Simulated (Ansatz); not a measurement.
# AlBH: the cost of one run

The runs use Ansatz 0.2.0, Gaussian basis; def2-QZVPP, core rule «outside noble gas», up to 6 orbitals frozen.

To be run: UHF; ROHF; CCSD(T) on UHF.

2 further runs of the same task are left out: 2 set aside as unsound or not needed.

### 1 The geometry

The geometry is a PBE0/def2-TZVP stationary point (not a proven minimum) of the parent state, kept for this charge and spin.

3 atoms, charge 0, spin multiplicity 4.

Atoms are counted from 1 here; the program's logs count them from 0.

Bond lengths: B1–Al2 2.120 Å, B1–H3 1.196 Å. Angles: Al2–B1–H3 167.9°.

Geometry (Å):

```xyz
3

B     0.00000   -0.09198    0.31434
Al    0.00000   -0.03335   -1.80504
H     0.00000    0.12533    1.49070
```

### 2 UHF

Input file in.yaml:

```yaml
crystal:
  periodic: [false, false, false]
  atoms:
    - {symbol: B, position_ang: [0.000000, -0.091982, 0.314337]}
    - {symbol: Al, position_ang: [0.000000, -0.033351, -1.805038]}
    - {symbol: H, position_ang: [0.000000, 0.125333, 1.490702]}
basis:
  gaussian: {orbitals: "def2-QZVPP.json"}
magnetization: {spin_polarized: true, initial_magnetization: 3}
hamiltonian: {xc: hf}
output: {orbitals: {seedname: orbitals}}
```

Run with:

```sh
> ansatz run in.yaml --threads 1 --pin off --events-out ev --progress --plain --max-ram 2393MiB
```

Q: Estimate wall time and peak memory on 1 thread of Arm Neoverse V1, shared host.

About 10 s, with a peak of 0.29 GiB.
